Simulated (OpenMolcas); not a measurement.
How methods differ on BH3O (BH2(OH))

BH3O has 5 atoms, charge 0, and is taken as a singlet. As SMILES, `[H]B([H])O`. The coordinates come from a GFN2-xTB relaxation.

```xyz
5

B     0.2710    0.3025   -0.1085
H     1.4036    0.3900   -0.3956
H    -0.4329    1.2514   -0.0807
O    -0.1594   -0.9187    0.1745
H    -1.0822   -1.0252    0.4103
```

Quantity: the energy change with the O4–H5 bond stretched from 0.958 to 1.917 Å, in eV. The values are calculated.

| level | kind | program | value (eV) | less FCI/STO-3G | CPU time (all runs) |
| --- | --- | --- | --- | --- | --- |
| HF/STO-3G (restricted) | Hartree–Fock | OpenMolcas | 7.17 | +3.71 | 3 s |
| SVWN5/STO-3G (restricted) | LDA | OpenMolcas | 4.40 | +0.94 | 7.2 s |
| PBE/STO-3G (restricted) | GGA | OpenMolcas | 4.12 | +0.66 | 8.4 s |
| r2SCAN/STO-3G (restricted) | meta-GGA | OpenMolcas | 4.60 | +1.14 | 10 s |
| M06-2X/STO-3G (restricted) | hybrid meta-GGA | OpenMolcas | 5.51 | +2.05 | 8.7 s |
| B2PLYP/STO-3G (restricted) | double hybrid | OpenMolcas | 4.80 | +1.34 | 7.5 s |
| SC-NEVPT2(2,2)/STO-3G | multireference | OpenMolcas | 3.60 | +0.14 | 3.2 s |
| CISD/STO-3G (restricted) | coupled cluster or CI | OpenMolcas | 4.11 | +0.65 | 3.3 s |
| FCI/STO-3G | exact in the basis | OpenMolcas | 3.46 | 0.00 | 27 s |

FCI/STO-3G is exact within its basis and frozen core, so for wave-function methods in that basis the difference is their error; functionals converge differently with the basis, so for them it is only a difference. Spin-restricted single references rise too steeply as a bond breaks, Hartree–Fock most of all. The first shape isn't each level's own minimum. The values span 3.46 to 7.17 eV. All rows use very small basis sets, so even the best lies far from the true value. Times are those of the runs behind each value, whatever else they computed, on shared processors of several kinds: orders of magnitude only.
